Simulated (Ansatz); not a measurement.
Geometry optimisation, RKS PBE-D4/def2-SVP in Ansatz 0.2.0.

Input:

```yaml
crystal:
  periodic: [false, false, false]
  atoms:
    - { symbol: Si, position_ang: [0.247795, 0.009054, 0.041293] }
    - { symbol: C, position_ang: [0.831097, -0.006407, 1.806296] }
    - { symbol: H, position_ang: [0.098282, -0.160738, 2.624232] }
    - { symbol: H, position_ang: [1.598776, -0.804894, 1.880542] }
    - { symbol: H, position_ang: [1.346014, 0.958502, 1.991803] }
    - { symbol: H, position_ang: [1.633676, 0.155223, -0.400867] }
    - { symbol: O, position_ang: [-0.70946, 1.329153, -0.37717] }
    - { symbol: H, position_ang: [-1.583478, 1.103565, -0.73408] }
    - { symbol: H, position_ang: [-0.412801, -1.263858, -0.42495] }
basis:
  gaussian: { orbitals: def2-SVP }
hamiltonian:
  xc: pbe
  dispersion: d4
relax:
  f_tol: 0.03
  max_steps: 50
output:
  orbitals: {}
```

Launched with:

```bash
$ ansatz run input.yaml --threads 1 --pin off --max-ram 2048MiB --backend cpu --events-out ev --progress --plain --runs-dir out
```

Problem. Where does it end, and by what steps?

Solution. The run converged. After 7 steps the energy has fallen by 0.278 eV; H8 moved furthest, 0.57 Å.

```tsv
step	energy less start (eV)	largest force component (eV/Å)	accepted
0	0.0000	1.282	yes
1	-0.1938	0.334	yes
2	-0.2402	0.241	yes
3	-0.2525	0.716	yes
4	-0.2711	0.209	yes
5	-0.2756	0.172	yes
6	-0.2773	0.046	yes
7	-0.2775	0.025	yes
```

```xyz
9
Properties=species:S:1:pos:R:3
Si 0.385 -0.023 -0.041
C 0.784 0.021 1.800
H -0.122 -0.124 2.424
H 1.499 -0.790 2.055
H 1.246 0.989 2.083
H 1.638 0.153 -0.848
O -0.619 1.244 -0.523
H -1.525 1.211 -0.172
H -0.237 -1.361 -0.370
```

Whether the end is a true minimum wasn't checked by a vibrational analysis.

Time of the run: 18 s on 1 thread of Arm Neoverse V1 (shared host), peak memory 0.13 GiB.
